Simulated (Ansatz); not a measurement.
Potential energy curve for Na₂, singlet.

Calculation: full CI/cc-pVQZ, frozen core (Ansatz, a first-principles code).

Problem. Relative to R = 3.19 Å, what are the energies at R = 2.80, 2.91, 7.50, 9.30 Å?

Solution. 0.087 eV at 2.80 Å, 0.041 eV at 2.91 Å, 0.712 eV at 7.50 Å, 0.721 eV at 9.30 Å.
